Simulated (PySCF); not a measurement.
2-butynedinitrile, C4N2, SMILES N#CC#CC#N, point group D∞h.

Force field and properties: B3LYP/pcSseg-1 (PySCF, grid level 2). Vibrational terms come from second-order perturbation theory with semi-diagonal cubic constants, by steps of ±0.6 along the normal coordinates of each isotopologue. The parent has the commonest isotopes.

Equilibrium geometry (Å):

```csv
atom,x,y,z
N1,2.4624,-0.3742,-2.0033
C2,1.5506,-0.2350,-1.3001
C3,0.4779,-0.0713,-0.4731
C4,-0.4737,0.0740,0.2604
C5,-1.5464,0.2377,1.0875
N6,-2.4582,0.3769,1.7907
```

Problem. Give the equilibrium and ground-state rotational constants (MHz) of parent; ¹³C at 3; ¹³C at 2; ¹⁵N at 1, ¹⁵N at 6; ¹⁵N at 1; ¹³C at 2, ¹³C at 5; ¹⁵N at 1, ¹³C at 2.

Solution. 
| species | Be | B0 | harmonic ZPE (cm⁻¹) |
| --- | --- | --- | --- |
| parent | 1343.6 | 1344.3 | 5858 |
| ¹³C at 3 | 1342.3 | 1343 | 5815 |
| ¹³C at 2 | 1330 | 1330.7 | 5814 |
| ¹⁵N at 1, ¹⁵N at 6 | 1277.3 | 1278 | 5811 |
| ¹⁵N at 1 | 1310 | 1310.7 | 5835 |
| ¹³C at 2, ¹³C at 5 | 1316.3 | 1317 | 5769 |
| ¹⁵N at 1, ¹³C at 2 | 1297.6 | 1298.3 | 5790 |

Problem. And its quartic centrifugal distortion constants from the harmonic force field?

Solution. Linear top: D = 0.0278 kHz.

A mode lies under 250 cm⁻¹, where this perturbation treatment is rough.
